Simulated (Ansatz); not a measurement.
CH₅BN (`B[N]C`) radical, charge 0, multiplicity 2.

**Question.** Give a relaxed structure at PBE0-D4/def2-TZVP (Ansatz). (Estimate.)

**Answer.** The calculation gave: 
Z-matrix (Å, degrees):
```
C
N 1 1.390
H 1 1.096 2 112.2
H 1 1.102 2 108.9 3 -118.3
H 1 1.096 2 112.2 3 123.4
B 2 1.332 1 164.6 3 118.0
H 6 1.203 2 121.1 1 -179.8
H 6 1.210 2 118.7 1 0.2
```
Point group Cs.
